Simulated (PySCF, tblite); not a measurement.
# glycol monoformate (C₃H₆O₃): a rotation path, then NMR shifts on frames

How do NMR shifts of glycol monoformate (C₃H₆O₃) (`O=COCCO`) change as the atoms move?

The runs use tblite 0.8.0 and PySCF 2.14.0, with density-fitted response routines of our own; the level of theory stands in each step. All values are computed, except where a source is named. Atoms are numbered from 0 throughout.

### Step 1. The starting structure

12 atoms, charge 0, multiplicity 1; geometry from: GFN2-xTB.

Bonds of the start (Å): O0–C1 1.20, C1–O2 1.31, O2–C3 1.44, C3–C4 1.54, C4–O5 1.40, C1–H6 1.10, C3–H7 1.10, C3–H8 1.09, C4–H9 1.09, C4–H10 1.10, O5–H11 0.97.

### Step 2. The rotation path with GFN2-xTB

What the job is given:

```
{"job": {"kind": "neb", "xc": "GFN2-xTB", "basis": "xTB", "atoms": [2, 3, 4, 5], "turn": 120}, "charge": 0, "multiplicity": 1}
O      1.188368     1.533506    -0.186034
C      1.318048     0.913701     0.831758
O      0.843568    -0.281927     1.103150
C      0.119246    -0.984574     0.080226
C     -1.182712    -0.282406    -0.343223
O     -1.042103     0.481709    -1.502884
H      1.877852     1.280611     1.707838
H      0.760597    -1.102436    -0.799630
H     -0.084582    -1.959139     0.523977
H     -1.936757    -1.038221    -0.574556
H     -1.545960     0.325772     0.500008
H     -0.314367     1.112717    -1.366658
```

Level: GFN2-xTB climbing-image nudged elastic band, gas phase.

Run with:

```sh
$ OMP_NUM_THREADS=1 python probes_run.py task.json out
```

One launch serves the whole session: the jobs run in the order shown.

The log of the run:

```text
image   E - E0 / eV
  0       0.0000
  1       0.0204
  2       0.0623
  3       0.0934
  4       0.1033
  5       0.0982
  6       0.0872
  7       0.0790
  8       0.0716
```

It took 7.9 s on 1 thread, shared host.

The final band, with the dihedral O2–C3–C4–O5:

```
image  dihedral (°)  energy (eV)  energy (kcal/mol)
    0            98        0.000                0.0
    1           110        0.020                0.5
    2           121        0.062                1.4
    3           132        0.093                2.2
    4           144        0.103                2.4
    5           154        0.098                2.3
    6           165        0.087                2.0
    7           177        0.079                1.8
    8           182        0.072                1.6
```

### Step 3. NMR shieldings: image 0, PBE0/pcSseg-1

What the job is given:

```
{"job": {"kind": "nmr", "xc": "PBE0", "basis": "pcSseg-1", "pop": false}, "charge": 0, "multiplicity": 1}
O      1.188400     1.533500    -0.186000
C      1.318000     0.913700     0.831800
O      0.843600    -0.281900     1.103200
C      0.119200    -0.984600     0.080200
C     -1.182700    -0.282400    -0.343200
O     -1.042100     0.481700    -1.502900
H      1.877900     1.280600     1.707800
H      0.760600    -1.102400    -0.799600
H     -0.084600    -1.959100     0.524000
H     -1.936800    -1.038200    -0.574600
H     -1.546000     0.325800     0.500000
H     -0.314400     1.112700    -1.366700
```

With the program's defaults for keys left out, this is: GIAO PBE0/pcSseg-1 NMR shielding, non-relativistic, gas phase.

The log of the run:

```text
coarse grid: 10240 points
cycle   1  E = -342.9452572029  dE =  9.735e-01  |g| = 9.824e-01  |ddm| = 2.917e+00
cycle   2  E = -342.6267065686  dE =  3.186e-01  |g| = 1.644e+00  |ddm| = 1.603e+00
cycle   3  E = -343.1044526856  dE = -4.777e-01  |g| = 2.729e-01  |ddm| = 1.135e+00
cycle   4  E = -343.1169745135  dE = -1.252e-02  |g| = 9.056e-02  |ddm| = 2.003e-01
cycle   5  E = -343.1183271322  dE = -1.353e-03  |g| = 1.400e-02  |ddm| = 4.777e-02
cycle   6  E = -343.1183654278  dE = -3.830e-05  |g| = 4.891e-03  |ddm| = 1.179e-02
cycle   7  E = -343.1183698834  dE = -4.456e-06  |g| = 1.202e-03  |ddm| = 3.898e-03
final grid: 99480 points
cycle   8  E = -343.1852959596  dE = -1.924e-05  |g| = 1.386e-02  |ddm| = 2.234e-02
cycle   9  E = -343.1852539420  dE =  4.202e-05  |g| = 2.081e-02  |ddm| = 1.754e-02
cycle  10  E = -343.1853291049  dE = -7.516e-05  |g| = 1.784e-03  |ddm| = 1.076e-02
cycle  11  E = -343.1853296686  dE = -5.637e-07  |g| = 4.163e-04  |ddm| = 1.136e-03
cycle  12  E = -343.1853296946  dE = -2.602e-08  |g| = 1.561e-04  |ddm| = 3.162e-04
cycle  13  E = -343.1853296999  dE = -5.291e-09  |g| = 2.249e-05  |ddm| = 1.208e-04
cycle  14  E = -343.1853297000  dE = -8.652e-11  |g| = 1.104e-05  |ddm| = 2.203e-05
converged SCF energy = -343.1853297000

GIAO shielding tensors (ppm)
atom      isotropic    diamagn.    paramagn.     s11        s22        s33       span
  0 O      -88.436     403.031    -491.467   -346.633   -212.557    293.882    640.515
  1 C       18.006     247.906    -229.900    -81.776     56.389     79.405    161.181
  2 O      104.117     398.926    -294.809    -68.081    159.855    220.577    288.658
  3 C      109.782     248.273    -138.491     77.664    113.377    138.305     60.641
  4 C      117.377     245.075    -127.698     96.765    113.534    141.831     45.066
  5 O      284.290     390.369    -106.078    250.366    277.958    324.547     74.181
  6 H       23.528      26.505      -2.976     19.332     23.642     27.610      8.278
  7 H       27.155      30.961      -3.806     23.881     26.632     30.951      7.070
  8 H       27.381      30.045      -2.664     22.601     27.953     31.589      8.988
  9 H       27.580      29.070      -1.490     22.812     27.586     32.343      9.531
 10 H       27.682      30.618      -2.936     23.777     27.168     32.102      8.325
 11 H       27.764      32.712      -4.948     17.187     25.625     40.479     23.292
```

It took 38 s on 1 thread, shared host.

Shifts follow as δ = σ(reference) − σ, with reference shieldings (ppm) from runs at the same level and on the same kind of geometry: 1H TMS 31.72, 13C TMS 186.9, 17O H2O 336.1. The references are single molecules in the gas phase, so shifts against H2O, NH3, PH3, H3PO4 or CFCl3 are not on the usual liquid scales and can be off by tens of ppm. Each atom is listed at this fixed geometry, with no averaging over motion; a spectrum would average atoms that exchange fast.

```
atoms                           environment  σ (ppm)  δ (ppm)
   C1                 ester carbonyl carbon     18.0    168.9
   C3                   sp3 CH2 bonded to O    109.8     77.1
   C4                   sp3 CH2 bonded to O    117.4     69.5
   H6  hydrogen on an ester carbonyl carbon    23.53     8.19
   H7    hydrogen on an sp3 CH2 bonded to O    27.16     4.56
   H8    hydrogen on an sp3 CH2 bonded to O    27.38     4.34
   H9    hydrogen on an sp3 CH2 bonded to O    27.58     4.14
  H10    hydrogen on an sp3 CH2 bonded to O    27.68     4.03
  H11         hydrogen on an alcohol oxygen    27.76     3.95
   O0                 ester carbonyl oxygen    -88.4    424.5
   O2                   ester alkoxy oxygen    104.1    232.0
   O5                        alcohol oxygen    284.3     51.8
```

The fields below are evaluated on a grid from the run's orbitals.

Frontier orbitals at PBE0/pcSseg-1, with the share of their density that lies nearest to each atom:

```
orbital  energy (eV)                    lies on
   HOMO        -7.71  O5 65 %; H10 10 %; C3 7 %
   LUMO        -0.25  C1 44 %; O0 27 %; O2 12 %
```

ELF in a plane through or near 6 of the atoms.

Values, 10 rows by 14 columns:
```
0.00 0.00 0.00 0.00 0.00 0.00 0.00 0.00 0.00 0.00 0.00 0.00 0.00 0.00
0.00 0.00 0.00 0.00 0.00 0.00 0.00 0.00 0.00 0.00 0.00 0.00 0.00 0.00
0.00 0.00 0.00 0.00 0.01 0.11 0.01 0.88 1.00 0.52 0.00 0.00 0.00 0.00
0.00 0.00 0.00 0.00 0.25 0.83 0.32 0.88 0.99 0.21 0.00 0.00 0.00 0.00
0.00 0.00 0.40 0.83 0.40 0.81 0.78 0.22 0.77 0.47 0.97 0.38 0.00 0.00
0.00 0.00 0.35 0.70 0.38 0.41 0.05 0.26 0.51 0.53 0.64 0.26 0.00 0.00
0.00 0.00 0.00 0.07 0.81 0.25 0.52 0.53 0.38 0.78 0.14 0.00 0.00 0.00
0.00 0.00 0.00 0.10 0.66 0.69 0.09 0.77 0.69 0.83 0.29 0.00 0.00 0.00
0.00 0.00 0.00 0.00 0.01 0.02 0.00 0.01 0.05 0.12 0.00 0.00 0.00 0.00
0.00 0.00 0.00 0.00 0.00 0.00 0.00 0.00 0.00 0.00 0.00 0.00 0.00 0.00
```
The map spans 10.8 Å across and 9.0 Å up, centred on the molecule. Atoms in the plane (x, y in Å): O0 (-1.5, -1.2), C1 (-1.8, -0.1), C3 (0.3, 0.9), O5 (1.3, -1.4), H8 (0.7, 1.9), H11 (0.4, -1.7).

log10 of the density (e/Å³) in the same plane.

Ten even steps from ' ' (-4.0) to '@' (1.2):
```
                                                        
                                                        
                          ....::....                    
                  ....::::----====--::..                
              ..::----======++++++==--::..              
          ....::====++++++++**####++==--..              
        ..::::--++****##****##%%##**++--::....          
      ..::--====++####%%%%##%%%%##**++====--::..        
      ::--==++****##%%%%%%##%%%%##******++==--::        
    ..::==++**####%%####**############****==--::        
    ..::--++**####%%%%##******########**++==--::        
      ..--==++**##%%%%##**++++##%%####**++--::..        
        ::--==**##@@@@%%******##@@@@%%**++--::          
        ..--==++##%%%%##****##%%%%%%%%**++--..          
          ::--==++******++++****####**++==::..          
          ..::--==============++++++++==--..            
              ..::::--::::::------------..              
                              ........                  
                                                        
                                                        
```
The map spans 10.8 Å across and 9.0 Å up, centred on the molecule. Atoms in the plane (x, y in Å): O0 (-1.5, -1.2), C1 (-1.8, -0.1), C3 (0.3, 0.9), O5 (1.3, -1.4), H8 (0.7, 1.9), H11 (0.4, -1.7).

On the surface of density 0.002 e/bohr³ the electrostatic potential runs, from the 1st to the 99th percentile, from -1.77 V near O5 to 1.33 V near H6.

### Step 4. Shielding tensors: image 2, PBE0/pcSseg-1

What the job is given:

```
{"job": {"kind": "nmr", "xc": "PBE0", "basis": "pcSseg-1", "pop": false}, "charge": 0, "multiplicity": 1}
O      1.222900     1.520800    -0.038400
C      1.305200     0.870000     0.963100
O      0.830800    -0.347000     1.147200
C      0.162200    -0.946500     0.032100
C     -1.162900    -0.235200    -0.319400
O     -1.172600     0.256000    -1.627600
H      1.803400     1.203800     1.888300
H      0.821000    -0.907700    -0.843200
H      0.005900    -1.983200     0.325400
H     -1.998200    -0.934300    -0.253400
H     -1.333000     0.572100     0.407400
H     -0.483500     0.930400    -1.707300
```

Level: GIAO PBE0/pcSseg-1 NMR shielding, non-relativistic, gas phase.

The log of the run:

```text
coarse grid: 10240 points
cycle   1  E = -342.9386942903  dE =  9.684e-01  |g| = 9.899e-01  |ddm| = 2.924e+00
cycle   2  E = -342.6012495594  dE =  3.374e-01  |g| = 1.677e+00  |ddm| = 1.575e+00
cycle   3  E = -343.0997633567  dE = -4.985e-01  |g| = 2.825e-01  |ddm| = 1.123e+00
cycle   4  E = -343.1133165760  dE = -1.355e-02  |g| = 8.943e-02  |ddm| = 2.062e-01
cycle   5  E = -343.1146266838  dE = -1.310e-03  |g| = 1.461e-02  |ddm| = 4.685e-02
cycle   6  E = -343.1146672047  dE = -4.052e-05  |g| = 5.487e-03  |ddm| = 1.217e-02
cycle   7  E = -343.1146724691  dE = -5.264e-06  |g| = 1.396e-03  |ddm| = 4.151e-03
final grid: 99480 points
cycle   8  E = -343.1813135754  dE = -1.986e-05  |g| = 1.329e-02  |ddm| = 2.023e-02
cycle   9  E = -343.1812743842  dE =  3.919e-05  |g| = 2.003e-02  |ddm| = 1.652e-02
cycle  10  E = -343.1813438747  dE = -6.949e-05  |g| = 1.793e-03  |ddm| = 1.020e-02
cycle  11  E = -343.1813444420  dE = -5.673e-07  |g| = 3.999e-04  |ddm| = 1.133e-03
cycle  12  E = -343.1813444662  dE = -2.415e-08  |g| = 1.503e-04  |ddm| = 3.085e-04
cycle  13  E = -343.1813444711  dE = -4.901e-09  |g| = 2.206e-05  |ddm| = 1.147e-04
cycle  14  E = -343.1813444711  dE = -8.197e-11  |g| = 1.015e-05  |ddm| = 1.978e-05
converged SCF energy = -343.1813444711

GIAO shielding tensors (ppm)
atom      isotropic    diamagn.    paramagn.     s11        s22        s33       span
  0 O     -104.891     403.283    -508.174   -382.040   -235.507    302.874    684.914
  1 C       18.782     247.918    -229.136    -82.075     60.726     77.695    159.769
  2 O      108.018     398.976    -290.958    -69.648    165.791    227.910    297.558
  3 C      111.647     248.770    -137.123     77.770    115.051    142.119     64.349
  4 C      116.881     245.730    -128.850     89.682    115.438    145.523     55.840
  5 O      290.788     388.592     -97.804    252.128    287.523    332.712     80.583
  6 H       23.528      26.605      -3.077     19.288     23.551     27.745      8.456
  7 H       27.229      31.606      -4.378     24.431     27.037     30.218      5.787
  8 H       27.267      30.104      -2.837     23.023     27.725     31.054      8.030
  9 H       27.431      29.287      -1.856     22.874     27.723     31.696      8.823
 10 H       27.836      31.455      -3.619     24.410     27.891     31.205      6.795
 11 H       29.551      32.680      -3.129     20.247     28.459     39.947     19.700
```

It took 25 s on 1 thread, shared host.

In short: δ C1 168.1, C3 75.3, C4 70.0, O0 441.0, H6 8.19, H7 4.49 ppm.

[end of part 1 of 2]
